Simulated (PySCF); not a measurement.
Sulfur dioxide, SMILES O=S=O, singlet, PBE0/def2-SVP optimised geometry.

```
3

O     -1.08     0.64     0.00
S     -0.38    -0.64     0.00
O      1.08    -0.64     0.00
```

Density from PBE0/def2-TZVP in PySCF 2.14.0 at that geometry.

Minimum of the electron density along straight lines between bonded atoms, close to the bond critical point (lines longer than 1.1 times the sum of covalent radii, or with two minima, are not listed):

```csv
bond,length / Å,ρ at the minimum / e bohr⁻³,∇²ρ there / e bohr⁻⁵,position (fraction from the first atom)
O1–S2,1.454,0.294,1.01,0.60
S2–O3,1.454,0.294,1.01,0.40
```
